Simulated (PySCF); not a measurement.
Gas-phase reaction: C₃H₈ + H ⇌ 3 CH₃

Computed with PySCF and rigid-rotor harmonic-oscillator thermochemistry at 1 bar. Table values come from the NASA 1993 polynomials. † marks an energy on the PBE0/def2-TZVP geometry and frequencies; other levels use their own. Open shells (unrestricted): H (multiplicity 2), CH₃ (multiplicity 2); the rest are closed-shell singlets.

Levels: a) PBE0/def2-TZVP; b) BLYP/def2-TZVP†; c) PBE/def2-SVP; d) LDA/def2-TZVP†; e) PBE0/def2-SVP†.

**Question.** Order the levels by the distance of their ΔH°(298 K) from the table for this reaction, closest first.

**Answer.** a (-5 kJ), e (+21 kJ), c (+36 kJ), b (-50 kJ), d (+112 kJ)

The table gives 327 kJ. The order holds for this reaction alone, and for the 1993 entries, some of which have been revised since.
